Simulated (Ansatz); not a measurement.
Results of revPBE (PAW; Ansatz, an electronic-structure program) for pyrite RuS2.

Run with plane-wave cutoff 520 eV, 6×6×6 k mesh, Fermi–Dirac smearing 0.01 eV, no spin polarisation, scalar-relativistic PAW data made under PBE.

The volume scan:

```json
[
 {"V (Å³/atom)": "14.607", "E − E_lowest (meV/atom)": "13.56", "P (GPa)": "7.43"},
 {"V (Å³/atom)": "14.911", "E − E_lowest (meV/atom)": "3.26", "P (GPa)": "3.50"},
 {"V (Å³/atom)": "15.216", "E − E_lowest (meV/atom)": "0.00", "P (GPa)": "0.01"},
 {"V (Å³/atom)": "15.520", "E − E_lowest (meV/atom)": "2.99", "P (GPa)": "-3.09"},
 {"V (Å³/atom)": "15.824", "E − E_lowest (meV/atom)": "11.51", "P (GPa)": "-5.83"}
]
```

Estimate the bulk modulus from the pressures at 14.911 and 15.520 Å³/atom, and compare it with a fit to all energies.

B = −V dP/dV. Between V = 14.911 and 15.520 Å³/atom, dP/dV = (-3.09 − (3.50))/(15.520 − 14.911) = -10.8 GPa per Å³/atom; at the midpoint 15.215 Å³/atom this gives B ≈ 165 GPa. The third-order Birch–Murnaghan fit gives V0 = 15.216 Å³/atom, B0 = 164 GPa, B′ = 5.0, which lies within 1 % of that estimate.

Shape and atoms are relaxed at each volume.

Measured, for comparison: equilibrium volume per atom 14.71 Å³/atom (temperature not stated, no zero-point or thermal correction; as tabulated in Wikipedia's data pages). Computed (rounded) less measured: equilibrium volume per atom +3.5 %.

Note: the bulk modulus comes from volumes at which shape and atoms were relaxed.

Static lattice: no zero-point or thermal effects.
